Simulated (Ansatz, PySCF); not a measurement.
Gas-phase reaction in SMILES: CN (CH5N) [methanamine] + H+ → C[NH3+]
Geometries: B3LYP-D3(BJ)/def2-TZVP minima from Ansatz (a first-principles code).
Geometry of the first species:
```
C
H 1 1.0912
H 1 1.0912 2 107.19
H 1 1.0988 2 107.88 3 -115.94
N 1 1.4624 2 109.21 3 118.20
H 5 1.0129 1 110.75 2 -179.27
H 5 1.0129 6 106.88 1 120.72
```
Charge 0, spin multiplicity 1.

Property: proton affinity (0 K, with B3LYP-D3(BJ) harmonic zero-point energies from PySCF), positive where the reaction releases energy, in kcal/mol. Cores are frozen in the correlated levels unless marked. Spin-orbit coupling is left out. Non-relativistic. CBS marks a two-point X^-3 extrapolation of the correlation energy; Hartree-Fock from the larger set. [CCSD(T)-MP2]/basis is that difference in the basis named.

```
level                                                     program  proton affinity (kcal/mol)  minus last row
-------------------------------------------------  --------------  --------------------------  --------------
SVWN5/def2-TZVPD                                           Ansatz                       206.4            -7.4
BLYP/def2-TZVPD                                            Ansatz                       211.1            -2.7
revPBE-D4/def2-TZVPD                               Ansatz + dftd4                       212.9            -0.9
PBE0-D4/def2-TZVPD                                 Ansatz + dftd4                       213.7            -0.1
BHLYP/def2-TZVPD                                           Ansatz                       214.4             0.6
CCSD(T)/cc-pwCVTZ                                          Ansatz                       216.0             2.2
RI-MP2/CBS(cc-pVTZ,cc-pVQZ)+[CCSD(T)-MP2]/cc-pVTZ          Ansatz                       213.8             0.0
```
